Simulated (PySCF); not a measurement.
# LiC⁺, MP2: how much the basis matters

PySCF, UHF reference; triplet, unpaired electrons σ ↑, π ↑; De to Li⁺ + C without counterpoise correction. Frozen cores follow the default of each basis and core potential.

```json
{"basis": "STO-3G", "relativity": "no relativity", "functions": "10", "Re (Å)": "2.151", "ωe (cm⁻¹)": "508", "De (eV)": "1.61", "frozen orbitals": "1"}
{"basis": "def2-SVPD", "relativity": "no relativity", "functions": "32", "Re (Å)": "2.340", "ωe (cm⁻¹)": "311", "De (eV)": "0.46", "frozen orbitals": "1"}
{"basis": "aug-pcseg-1", "relativity": "no relativity", "functions": "36", "Re (Å)": "2.398", "ωe (cm⁻¹)": "286", "De (eV)": "0.42", "frozen orbitals": "1"}
```

Q: How does each smaller set differ from the one with most functions, aug-pcseg-1?

A: STO-3G: -24.7 pm, +77.6 % in ωe, +1.19 eV in De; def2-SVPD: -5.8 pm, +8.7 % in ωe, +0.04 eV in De. All at MP2; the set with most functions is neither the basis-set limit nor always the best.

Correlated steps freeze 1 core orbital. Correlated levels converge slowly with the basis: in double zeta they bind strong bonds too weakly, by up to about 1 eV, and carry superposition errors of some tenths. For an ion De counts to the pair picked by the measured ionisation energies or electron affinities, which need not be the lowest pair at this level. STO-3G is very small, so such numbers show the basis as much as the molecule. The state was picked by a PBE0 search and need not be the measured ground state.
